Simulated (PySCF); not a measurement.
System: diamond-structure Si. Method: QSGW@PBE in PySCF (GTH pseudopotentials, Gaussian basis).

The cell has the measured lattice: a = b = c = 5.4300 Å, α = β = γ = 90.00°.

**Question.** Estimate the band gap and smallest direct gap on the k points sampled that the calculation returns.

**Answer.** 
band gap: 1.46 eV ± 0.07
smallest direct gap on the k points sampled: 3.59 eV ± 0.04

Note: cell and atoms aren't relaxed at this level.

A ± is a rough bar: the spread of an extrapolation, a floor set from checks against published values, or a statistical error.

Computed values are for the static lattice.

Computing time: about 3 core-hours (a rough figure).
